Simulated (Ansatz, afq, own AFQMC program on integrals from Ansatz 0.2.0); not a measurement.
Two steps: Ansatz 0.2.0 writes the Fock matrix and Cholesky factors of the valence space, and afq projects on them the lowest state that overlaps trial and start.

```yaml
crystal:
  periodic: [false, false, false]
  atoms:
    - {symbol: Ge, position_ang: [0.000000, -0.062489, 1.201709]}
    - {symbol: Ge, position_ang: [0.000000, 0.062489, -1.201709]}
    - {symbol: H, position_ang: [0.000000, 1.452439, 1.654456]}
    - {symbol: H, position_ang: [0.000000, -1.452439, -1.654456]}
basis:
  gaussian: {orbitals: cc-pVDZ}
magnetization: {spin_polarized: true, initial_magnetization: 2}
correlation: {method: ccsd_t, electrons: outside_noble_gas, hamiltonian_folder: ham}
```

```sh
$ ansatz run in.yaml --threads 1 --pin off --events-out ev --progress --plain --max-ram 1382MiB
```

afq runs on the folder ham with

```
--method free --trial cisd --walkers 60 --time-step 0.03 --max-blocks 80 --target-error 0.00038 --factor-cut 1e-05 --seed 8440 --times 0,0.21,0.42,0.81,1.2,1.8,2.4,3 --taylor-order 8
```

Times are imaginary, in 1/Eh. The walk had a cap of 1086 s. Filled inner d shells are frozen with the cores.

Log:

```
orbitals 36  electrons 6 4  factors 296 of 742
reference energy -4151.77271665 Eh
CCSD correlation -0.18224879 Eh in 12 cycles, weight of the determinant in the CISD state 0.8560
repeat  energy at the last time / Eh  error
    10  -4151.963380  0.000970
    20  -4151.963394  0.000690
    30  -4151.963274  0.000529
    40  -4151.963409  0.000457
    50  -4151.963301  0.000400
    60  -4151.963213  0.000364
time / (1/Eh)  energy / Eh  error  mean overlap
  0.00  -4151.955037  0.000135  1.1678
  0.21  -4151.957625  0.000168  1.1625
  0.42  -4151.959379  0.000173  1.1605
  0.81  -4151.961199  0.000191  1.1657
  1.20  -4151.961850  0.000241  1.1811
  1.80  -4151.962945  0.000295  1.1858
  2.40  -4151.962986  0.000386  1.2126
  3.00  -4151.963197  0.000357  1.2300
energy -4151.963197 +/- 0.000357 Eh
```

The run passed its tests (error under three times the target), which doesn't prove that it has relaxed.

Against this walk (error 9.7 meV) on the same determinant: CCSD(T) 33.2 meV higher, CCSDT(Q) 24.6 meV lower. The error is statistical, and a free projection of finite length keeps a remainder of its start. The projection is still falling at its last time (meV from the last point: 54 ± 5 at 0.81, 37 ± 7 at 1.20, 7 ± 8 at 1.80, 6 ± 11 at 2.40, 0 ± 10 at 3.00), so its energy is a cut-off value, and the gaps above aren't errors of the other methods.

Cautions: remainder of the start not in the error; no relativity below Rb; no spin-orbit coupling; inner d shell frozen; lower spins were not checked.

The walk took 2.4 min on 1 thread of Arm Neoverse V2 (shared host). The log's last line is the free-projection energy.

CCSDT and higher add their correlation energy to the determinant of the CCSD(T) run, since their own runs factorise the integrals more tightly (a shift of under 2 meV). A walk keeps the symmetry of its determinant, which the program's search chose and which needn't be the lowest solution, so a lower state of the same spin and another symmetry isn't excluded.
